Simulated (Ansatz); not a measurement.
# CH3LiSi: the cost of one run

Method: RKS CAM-B3LYP-D4/cc-pVDZ, in Ansatz 0.2.0.

## (1) The system as given

Bond lengths: Li1–C2 1.887 Å, C2–Si3 1.747 Å, C2–H4 1.101 Å, Si3–H5 1.476 Å, Si3–H6 1.473 Å. Angles: Li1–C2–Si3 137.2°, Li1–C2–H4 111.2°, Si3–C2–H4 111.6°, C2–Si3–H5 121.3°, C2–Si3–H6 132.6°, H5–Si3–H6 106.1°.

As a file:

```xyz
6

Li   -1.8670   -1.1693   -1.2993
C    -0.5606   -0.6671   -0.0338
Si    0.6099    0.6151    0.1605
H    -0.5318   -1.3737    0.8104
H     0.7534    1.6807   -0.8501
H     1.5961    0.9142    1.2123
```

## (2) End point A

input.yaml

```yaml
crystal:
  periodic: [false, false, false]
  atoms:
    - { symbol: Li, position_ang: [-1.86697, -1.16927, -1.2993] }
    - { symbol: C, position_ang: [-0.56062, -0.66712, -0.03375] }
    - { symbol: Si, position_ang: [0.60992, 0.61508, 0.16048] }
    - { symbol: H, position_ang: [-0.53181, -1.37365, 0.81039] }
    - { symbol: H, position_ang: [0.75337, 1.68072, -0.85013] }
    - { symbol: H, position_ang: [1.59612, 0.91423, 1.21231] }
basis:
  gaussian: { orbitals: cc-pVDZ }
hamiltonian:
  xc: cam_b3lyp
  dispersion: d4
relax:
  f_tol: 0.015
  max_steps: 40
```

Command:

```sh
$ ansatz run input.yaml --threads 1 --pin off --max-ram 2048MiB --backend cpu --events-out ev --progress --plain --runs-dir out
```

**Question.** How long does this run take on 1 thread of AMD EPYC 9R14 (Zen 4), shared host, and how much memory does it need?

About 12 s, with a peak of 0.16 GiB.
